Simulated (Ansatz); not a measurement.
```xyz
16

C     0.6484    0.1335   -2.6354
C    -0.0992    1.1846   -1.8189
C    -0.2828    0.7954   -0.4294
C    -0.4239    0.4537    0.7156
C    -0.5809    0.0162    2.0939
C     0.0420   -1.3526    2.3562
H     0.1068   -0.8140   -2.6349
H     0.7651    0.4632   -3.6701
H     1.6404   -0.0473   -2.2177
H     0.4425    2.1360   -1.8569
H    -1.0786    1.3756   -2.2708
H    -1.6473   -0.0093    2.3434
H    -0.1317    0.7604    2.7605
H    -0.4158   -2.1139    1.7222
H     1.1122   -1.3379    2.1428
H    -0.0973   -1.6438    3.3996
```

The species carries charge 0 and has multiplicity 1.

(1) List the PBE/def2-TZVPP orbital energies in eV (Ansatz). (An estimate is asked.)

Results:

(1) The calculation gave: Occupied: -269.39, -269.39, -268.71, -268.71, -268.46, -268.40, -19.83, -19.37, -17.41, -15.87, -15.15, -11.93, -11.23, -11.19, -11.00, -9.71, -9.59, -8.89, -8.74, -8.70, -8.50, -5.94, -5.85. Lowest empty: 0.24, 0.48, 0.62, 1.43, 1.64, 2.00, 2.03, 2.48.
